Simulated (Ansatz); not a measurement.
# SiNH5: single points off equilibrium

An exercise on one series of results from a longer session: the logs are not shown, and one member is left open.

The runs use Ansatz 0.2.0, Gaussian basis; single points in def2-TZVPP.

Correlated methods freeze the cores.

## Starting geometry

7 atoms, charge 0, spin multiplicity 1.

Atoms are counted from 1 here; the program's logs count them from 0.

Bond lengths: N1–Si2 1.667 Å, N1–H3 1.089 Å, N1–H4 0.962 Å, Si2–H5 1.420 Å, Si2–H6 1.576 Å, Si2–H7 1.507 Å. Angles: Si2–N1–H3 111.5°, Si2–N1–H4 121.9°, H3–N1–H4 106.5°, N1–Si2–H5 107.8°, N1–Si2–H6 114.6°, N1–Si2–H7 101.5°, H5–Si2–H6 109.8°, H5–Si2–H7 114.4°, H6–Si2–H7 108.7°.

As a file:

```xyz
7
H5NSi
N    -0.0387   -1.0493   -0.0585
Si    0.0805    0.6120   -0.1243
H    -1.0700   -1.3796   -0.1754
H     0.3294   -1.5570    0.6713
H    -0.6216    1.0526   -1.2773
H    -0.4654    1.3602    1.1508
H     1.5742    0.8026   -0.1940
```

Set-up of the first run:

The input, run/in.yaml:

```yaml
crystal:
  periodic: [false, false, false]
  atoms:
    - {symbol: N, position_ang: [-0.038700, -1.049300, -0.058500]}
    - {symbol: Si, position_ang: [0.080500, 0.612000, -0.124300]}
    - {symbol: H, position_ang: [-1.070000, -1.379600, -0.175400]}
    - {symbol: H, position_ang: [0.329400, -1.557000, 0.671300]}
    - {symbol: H, position_ang: [-0.621600, 1.052600, -1.277300]}
    - {symbol: H, position_ang: [-0.465400, 1.360200, 1.150800]}
    - {symbol: H, position_ang: [1.574200, 0.802600, -0.194000]}
basis:
  gaussian: {orbitals: def2-TZVPP}
correlation: {method: ccsd_t}
output: {forces: true}
```

No record of the launch command was kept for these runs.

Steps of the session up to this table: CCSD(T)/def2-TZVPP; PBE0-D4/def2-TZVPP; wB97M-V/def2-TZVPP; r2SCAN-D4/def2-TZVPP; PBE-D4/def2-TZVPP; BHLYP-D4/def2-TZVPP; r2SCAN0-D4/def2-TZVPP.

One table of the session follows, with a row left open; its other results are not shown here.

```
    method  RMS force component (eV/Å)  angle to CCSD(T) forces (°)  dipole (D)
   CCSD(T)                       1.562                    reference        1.34
   PBE0-D4                           ?                            ?           ?
   wB97M-V                       1.547                          2.0        1.39
 r2SCAN-D4                       1.523                          3.0        1.40
    PBE-D4                       1.531                          6.1        1.39
  BHLYP-D4                       1.564                          6.9        1.36
r2SCAN0-D4                       1.544                          5.0        1.39
```

Estimate the missing values for PBE0-D4.

**Answer.** RMS force component (eV/Å): 1.544; angle to CCSD(T) forces (°): 3.4; dipole (D): 1.38.
